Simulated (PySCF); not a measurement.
**Frontier orbitals and the lowest excitations**

Species: C₄H₁₀N (charge +1).
Z-matrix (Å and degrees, GFN2-xTB geometry), rows numbered from 1:
```
N 
C   1  1.5062
C   2  1.5029  1  109.21
C   3  1.5059  2  118.16  1   -73.16
C   4  1.4933  3   60.14  2  -109.13
H   1  1.0274  2  111.95  3   175.77
H   1  1.0282  2  109.83  3   -63.06
H   1  1.0299  2  108.65  3    54.78
H   2  1.0909  1  108.29  3   121.82
H   2  1.0909  1  108.04  3  -120.30
H   3  1.0822  2  114.56  1    72.13
H   4  1.0779  3  118.32  5  -108.30
H   4  1.0803  3  118.66  5   107.28
H   5  1.0772  3  117.74  4   108.96
H   5  1.0782  3  118.12  4  -108.61
```

Theory: PySCF, TDDFT PBE0/def2-SVPD, vertical, gas phase, core orbitals frozen in the response.

Frontier orbitals with the atoms that hold most of them (Löwdin shares over 4%, at most four atoms; ? is withheld):

```tsv
orbital	ε (eV)	atoms
LUMO+2	-3.18	H6 21%, H8 21%, N1 16%, H9 9%
LUMO+1	-3.26	H7 27%, N1 15%, H8 11%, H11 9%
LUMO	-4.80	?
HOMO	?	C4 37%, C5 29%, C3 14%, C2 4%
HOMO-1	-13.01	?
HOMO-2	-14.38	C5 31%, C4 23%, H15 12%, H14 12%
HOMO-3	-14.96	C3 27%, C2 18%, C4 13%, H11 13%
```

Give the leading atoms of the HOMO-1.

C3 (bonded to 3 C and H) 38%; C5 (bonded to 2 C and 2 H) 24%; C4 (bonded to 2 C and 2 H) 17%; C2 (bonded to C, N and 2 H) 4%.

Which atoms hold the LUMO, and with what shares?

N1 (bonded to C and 3 H) 21%; H6 (bonded to N) 18%; H7 (bonded to N) 17%; H8 (bonded to N) 15%. By element: hydrogen 50% or more, nitrogen 21%.

What is the HOMO energy, and the HOMO–LUMO gap?

ε(HOMO) = -12.92 eV; the gap is 8.12 eV (0.2984 hartree).

How does S1 compare with the orbital gap of 8.12 eV?

S1 is at 7.10 eV (f = 0.013), 1.02 eV below the gap, made of HOMO→LUMO (89%), HOMO-1→LUMO (10%). 

One configuration dominates each of S1, S2 and S5. Which, and how do the shares of the two leading atoms of either orbital change from the occupied to the empty one?

- S1 (7.10 eV, f 0.013), HOMO→LUMO (89%): C4 37% → at most 15%, C5 29% → at most 15%, N1 at most 4% → 21%, H6 at most 4% → 18%
- S2 (7.19 eV, f 0.037), HOMO-1→LUMO (89%): C3 38% → at most 15%, C5 24% → at most 15%, N1 at most 5% → 21%, H6 at most 5% → 18%
- S5 (8.67 eV, f 0.0076), HOMO-2→LUMO (90%): C5 31% → at most 15%, C4 23% → at most 15%, N1 at most 13% → 21%, H6 at most 13% → 18%

Löwdin shares depend on the basis, the more so with diffuse functions.

One conformer stands for the species.
